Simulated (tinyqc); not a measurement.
Ways to converge the cycle: SCF convergence aids in the sto-6g basis, for H2O, spin multiplicity 1. Computed by the program tinyqc with PySCF. 

Geometry (angstrom):
```
atom       x        y       z
O     0.0000   0.0000  0.0000
H     0.0000   0.7040  0.5360
H     0.0000  -0.7040  0.5360
```

lowest restricted solution found by these runs and by PySCF = -75.653825 hartree

RHF with one setting changed at a time; a run stops when the energy changes by less than 1e-09 hartree and the error matrix is below 1e-5. The start is the Wolfsberg-Helmholz matrix. Damping d keeps d of the old density; a shift (hartree) raises the virtual levels; DIIS n extrapolates F over n matrices.

Largest element of the error matrix X^T (FDS - SDF) X:
```
iteration    plain  damping 0.3  damping 0.6  shift 0.4   DIIS 3   DIIS 8
1          4.5e-01      4.5e-01      4.5e-01    4.5e-01  4.5e-01  4.5e-01
2          9.8e-02      1.6e-01      2.8e-01    1.4e-01  9.8e-02  9.8e-02
3          3.4e-02      7.9e-02      1.8e-01    7.4e-02  2.5e-02  2.5e-02
4          1.2e-02      4.4e-02      1.1e-01    3.7e-02  3.5e-03  3.5e-03
5          4.4e-03      2.4e-02      7.8e-02    1.9e-02  6.1e-04  2.5e-04
6          1.7e-03      1.3e-02      5.8e-02    9.6e-03  5.6e-06  2.8e-06
8          2.6e-04      4.0e-03      3.2e-02    2.7e-03        -        -
10         4.3e-05      1.2e-03      1.8e-02    7.9e-04        -        -
14               -      1.3e-04      5.4e-03    7.4e-05        -        -
20               -      5.1e-06      9.3e-04          -        -        -
30               -            -      5.4e-05          -        -        -
```

How each run ends:
```
run          iterations  E (hartree)         state
plain                12   -75.653825  lowest found
damping 0.3          20   -75.653825  lowest found
damping 0.6          40   -75.653825  lowest found
shift 0.4            18   -75.653825  lowest found
DIIS 3                7   -75.653825  lowest found
DIIS 8                7   -75.653825  lowest found
```

6 of 6 runs reach the lowest restricted solution found, in 7 to 40 iterations (fastest: DIIS 3, DIIS 8). Plain steps already contract here, so damping only slows them. DIIS 3 and DIIS 8 gain by cancelling the error over several earlier matrices, much as a quasi-Newton step does.
